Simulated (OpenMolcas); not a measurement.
# One shape, several levels: [SF3]+ (SMILES F[S+](F)F)

Wanted: a comparison of 6 runs (HF/STO-3G, B3LYP/6-31G*, B2PLYP/6-311+G**, BHLYP/6-311+G**, MP2/6-311+G**) of [SF3]+. 

The results are computed with OpenMolcas 26.06.

1 further run of the same task is left out (set aside as unsound or not needed).

### 1 The system as given

[SF3]+: 4 atoms, total charge +1, spin state singlet. SMILES: `F[S+](F)F`. Geometry: relaxed at PBE0-D4/def2-TZVP.

Bond lengths: F1–S2 1.503 Å, S2–F3 1.503 Å, S2–F4 1.503 Å. Angles: F1–S2–F3 99.6°, F1–S2–F4 99.6°, F3–S2–F4 99.6°.

### 2 Energy and forces at HF/STO-3G (run 1)

run.inp

```
* F3S Hartree-Fock
>>> EXPORT MOLCAS_PRINT=2

&GATEWAY
  BasLib = $CurrDir
  Coord
  4
  angstrom
  F        0.623020       0.191030       1.167760
  S        0.432770      -0.058560      -0.301740
  F       -0.545420      -1.197460      -0.238600
  F       -0.510370       1.064990      -0.627420
  Basis = STO-3G
  Group = NoSym

&SEWARD

&SCF
  Charge = 1
  Thresholds = 1e-10 1e-07 1e-07 1e-05
  PrOrbitals = 1 2

&ALASKA
```

The basis set STO-3G is read from a file made from the Basis Set Exchange's data (not shown).

Started as:

```console
$ export MOLCAS_MEM=1860
$ pymolcas run.inp > run.log
```

The program printed:

```text
--- Start Module: gateway ---
[...]
--- Stop Module: gateway /rc=_RC_ALL_IS_WELL_ ---
[...]
      Basis functions           24
[...]
--- Start Module: scf ---
[...]
       Convergence after  13 Iterations
[...]
::    Total SCF energy                               -686.8673823310
[...]
      Total spin, S                                     0.0000000000
[...]
      Total electronic charge=   42.000000
      Total            charge=    1.000000
[...]
      Dipole Moment (debye):
      Origin of the operator (angstrom)=    0.0631   -0.0085   -0.0440
                   X=  1.2977E+00               Y= -1.7560E-01               Z= -9.0484E-01           Total=  1.5918E+00
      Center of Charge (angstrom)
[...]
--- Stop Module: scf /rc=_RC_ALL_IS_WELL_ ---
[...]
--- Start Module: alaska ---
[...]
 *              Molecular gradients               *
 **************************************************
  Irreducible representation: a
 ------------------------------------------------------------------------------------------
                              X                       Y                       Z
 ------------------------------------------------------------------------------------------
  F1               -1.37816718911257E-02   -2.45889624437852E-02   -1.44319580554839E-01
  S2               -1.79795264221113E-01    2.43275417171573E-02    1.25368595772930E-01
  F3                9.84737197032093E-02    1.08806325694335E-01   -9.20055733150305E-03
  F4                9.51032164090240E-02   -1.08544904967712E-01    2.81515421134184E-02
 ------------------------------------------------------------------------------------------
--- Stop Module: alaska /rc=_RC_ALL_IS_WELL_ ---
[...]
```

Run time: 3.6 s. Hardware: 1 thread of Intel Xeon Platinum 8259CL at 2.50GHz (Skylake/Cascade Lake), shared host; peak memory 0.37 GiB.

### 3 Energy and forces at B3LYP/6-31G(d) (spherical functions) (run 2)

job.inp

```
&GATEWAY
BasLib=$CurrDir
Coord
4
angstrom
F        0.623020       0.191030       1.167760
S        0.432770      -0.058560      -0.301740
F       -0.545420      -1.197460      -0.238600
F       -0.510370       1.064990      -0.627420
Basis=6-31Gs
Group=NoSym
&SEWARD
GridInput
Grid=UltraFine
End of Grid
&SCF
Charge=1
KSDFT=B3LYP
Thresholds=1e-10 1e-07 1e-07 1e-05
PrOrbitals=1 1
&ALASKA
```

The basis set 6-31G* is read from a file made from the Basis Set Exchange's data (not shown).

Started as:

```console
$ export MOLCAS_MEM=1860
$ pymolcas job.inp > job.log
```

The program printed:

```text
--- Start Module: gateway ---
[...]
--- Stop Module: gateway /rc=_RC_ALL_IS_WELL_ ---
[...]
      Basis functions           60
[...]
--- Start Module: scf ---
[...]
       Convergence after  15 Iterations
[...]
::    Total KS-DFT energy                            -697.2819479105
[...]
      Total spin, S                                     0.0000000000
[...]
      Total electronic charge=   42.000000
      Total            charge=    1.000000
[...]
      Dipole Moment (debye):
      Origin of the operator (angstrom)=    0.0631   -0.0085   -0.0440
                   X=  1.4446E+00               Y= -1.9548E-01               Z= -1.0072E+00           Total=  1.7719E+00
      Center of Charge (angstrom)
[...]
--- Stop Module: scf /rc=_RC_ALL_IS_WELL_ ---
[...]
--- Start Module: alaska ---
[...]
 *              Molecular gradients               *
 **************************************************
  Irreducible representation: a
 ------------------------------------------------------------------------------------------
                              X                       Y                       Z
 ------------------------------------------------------------------------------------------
  F1               -5.26348082507866E-03   -6.23352576969260E-03   -3.67535007799020E-02
  S2               -4.22795440079433E-02    5.71562928017100E-03    2.94847954428388E-02
  F3                2.42129005996858E-02    2.87968599665618E-02   -1.26841671950162E-03
  F4                2.33301242333113E-02   -2.82789634769536E-02    8.53712205658752E-03
 ------------------------------------------------------------------------------------------
--- Stop Module: alaska /rc=_RC_ALL_IS_WELL_ ---
[...]
```

Wall time 20 s (1 thread of Intel Xeon Platinum 8259CL at 2.50GHz (Skylake/Cascade Lake), shared host); peak memory 0.4 GiB.

Runs 3 to 5 aren't shown in full; the table further down has their settings and results.

### 4 A single-point energy at MP2/6-311+G(d,p) (run 6)

job.inp

```
&gateway
 baslib
 $CurrDir
 coord
 4
 bohr
 F      1.17733717     0.36099438     2.20674658
 S      0.81781677    -0.11066236    -0.57020596
 F     -1.03069442    -2.26287145    -0.45088865
 F     -0.96445952     2.01253943    -1.18565197
 basis
 6-311pGss
 group
 NoSym

&seward

&scf
 charge
 1
 thresholds
 1e-10 1e-07 1e-07 1e-05
 prorbitals
 1 1

&mbpt2
 frozen
 8
```

The basis set 6-311+G** is read from a file made from the Basis Set Exchange's data (not shown).

Started as:

```console
$ export MOLCAS_MEM=1860
$ pymolcas job.inp > job.log
```

The program printed:

```text
--- Start Module: gateway ---
[...]
--- Stop Module: gateway /rc=_RC_ALL_IS_WELL_ ---
[...]
      Basis functions           96
[...]
--- Start Module: scf ---
[...]
       Convergence after  15 Iterations
[...]
::    Total SCF energy                               -695.4945980050
[...]
      Total spin, S                                     0.0000000000
[...]
      Total electronic charge=   42.000000
      Total            charge=    1.000000
[...]
      Dipole Moment (debye):
      Origin of the operator (angstrom)=    0.0631   -0.0085   -0.0440
                   X=  1.9902E+00               Y= -2.6930E-01               Z= -1.3876E+00           Total=  2.4411E+00
      Center of Charge (angstrom)
[...]
--- Stop Module: scf /rc=_RC_ALL_IS_WELL_ ---
[...]
--- Start Module: mbpt2 ---
[...]
WARNING!
Default frozen orbitals as non valence orbitals is overwritten by user input.
Default values:   8
[...]
       Reference weight ( Cref**2 )         =        0.85595
::    Total MBPT2 energy                             -696.2518855117
[...]
      Total MBPT2 calculations                           0.55      0.62
--- Stop Module: mbpt2 /rc=_RC_ALL_IS_WELL_ ---
[...]
```

Wall time 14 s (1 thread of Intel Xeon Platinum 8259CL at 2.50GHz (Skylake/Cascade Lake), shared host); peak memory 0.53 GiB.

### 5 All runs side by side

```
run                               level  integration grid  Cartesian functions  energy (Eh)  HOMO energy (eV)  LUMO energy (eV)  HOMO–LUMO gap (eV)  wall time
  1                           HF/STO-3G                 –                   no  -686.867382            -20.11              0.50               20.61      3.6 s
  2  B3LYP/6-31G* (spherical functions)         UltraFine                   no  -697.281948            -18.72             -8.97                9.75       20 s
  3  B3LYP/6-31G* (Cartesian functions)         UltraFine                  yes  -697.287723            -18.72             -8.99                9.73       19 s
  4                    B2PLYP/6-311+G**         UltraFine                   no  -697.047022            -20.99             -7.71               13.28       29 s
  5                     BHLYP/6-311+G**         UltraFine                   no  -697.255581            -21.05             -8.10               12.95       34 s
  6                       MP2/6-311+G**                 –                   no  -696.251886            -23.57             -5.04               18.53       14 s
```

### 6 What came out

```
                                          quantity          value
                               run 6: total energy  -696.25189 Eh
        run 6: HOMO energy (Hartree–Fock orbitals)      -23.57 eV
        run 6: LUMO energy (Hartree–Fock orbitals)       -5.04 eV
      run 6: HOMO–LUMO gap (Hartree–Fock orbitals)       18.53 eV
run 6: correlation energy (8 core orbitals frozen)     -757.3 mEh
```

What this shows: Over runs 1, 2, 3, 4, 5 the HOMO–LUMO gap runs from 9.73 eV (B3LYP/6-31G*) to 20.61 eV (HF/STO-3G). The two ends differ in method and basis. For B2PLYP the log adds the whole second-order term; the table takes 0.27 of it, as the functional is defined. Totals of different functionals can't be ranked against each other. In run 1 the basis is minimal, so the values are rough. All runs together took 2 min, the longest 34 s.
